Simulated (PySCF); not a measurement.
carbon disulfide anion (CS2), SMILES S=C=S (connectivity only; charge and spin as stated), charge -1, multiplicity 2. Atoms are numbered in the order given.

```xyz
3

S      0.0000    -1.5542     0.0781
C      0.0000     0.0000    -0.4166
S      0.0000     1.5542     0.0781
```
Charge -1, spin multiplicity 2.

Geometry optimised at B3LYP-D3(BJ)/def2-TZVPD. The spin state was assumed, not searched.

Method: ωB97X/def2-TZVPD (PySCF).

Mulliken values depend strongly on the basis, most of all with diffuse functions as here. ESP charges are fitted to the potential on shells at 1.4 to 2.0 van der Waals radii. Atomic charges (e):

| atom | Mulliken | ESP fit | Mulliken spin |
|---|---|---|---|
| S1 | -0.49 | [?] | 0.19 |
| C2 | -0.01 | [?] | 0.62 |
| S3 | -0.49 | [?] | 0.19 |

**Question.** Complete the blanks. (An estimate is asked for; the answer gives what the named calculation found.)

**Answer.** 
- S1, ESP fit: -0.47
- C2, ESP fit: -0.05
- S3, ESP fit: -0.47
